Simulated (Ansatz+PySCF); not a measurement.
# triplet B2: levels of theory in one basis

```yaml
atoms:
  - { symbol: B, position_ang: [0.0000, 0.0000, -0.8090] }
  - { symbol: B, position_ang: [0.0000, 0.0000, 0.8090] }
```

Basis set: cc-pVTZ (spherical functions). Frozen core: 2 orbitals. Correlation on ROHF uses semicanonical orbitals with singles. Charge 0, multiplicity 3.

Computed with Ansatz (development build ahead of 0.2.0); each method stands on the lowest determinant of its kind that the runs found.

```
     method  E − E(ROHF) (eV)  <S²> of the determinant
       ROHF              0.00                     2.00
        UHF             -1.02                     2.90
   ROHF-MP2             -3.04                        –
    UHF-MP2             -3.71                     2.90
   UHF-CCSD             -4.61                     2.90
UHF-CCSD(T)             -4.90                     2.90
```

Problem. Is a single determinant a sound starting point here?

Solution. It is doubtful. Unrestricted orbitals lower Hartree–Fock by 1.02 eV and <S²> is 2.90 where a pure state has 2.00, a sign of strong static correlation.

Caution: the determinant breaks the point group. Caution for ROHF, ROHF-MP2: an unrestricted determinant lies well below. Caution for UHF, UHF-MP2, UHF-CCSD, UHF-CCSD(T): the unrestricted determinant is a mixture of spin states. Caution for ROHF-MP2, UHF-MP2: forces differ strongly between restricted and unrestricted references. Caution for ROHF-MP2, UHF-MP2, UHF-CCSD(T): another reference gives a lower total. Caution for UHF-MP2, UHF-CCSD, UHF-CCSD(T): large share of triples, a single reference is doubtful.
